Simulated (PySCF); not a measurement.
CH, SMILES [CH] (connectivity only; charge and spin as stated), charge +1, multiplicity 1.

The structure is a stationary point at B3LYP-D3(BJ)/def2-TZVPD.

Two levels are set side by side: TDDFT-PBE/def2-TZVPD (PySCF) and EOM-CCSD/aug-cc-pVDZ (PySCF). Vertical, same geometry; the bases differ. Differences are taken from unrounded values.

| quantity | EOM-CCSD | TDDFT-PBE | TDDFT-PBE minus EOM-CCSD |
|---|---|---|---|
| lowest singlet excitation (eV) | 3.19 | 2.84 | -0.35 |
| lowest triplet excitation (TDA for PBE) (eV) | 0.00 | 0.77 | 0.77 |

Functionals without exact exchange tend to place singlet excitations lower, as here. Differences between two approximate levels are no errors against the true value.
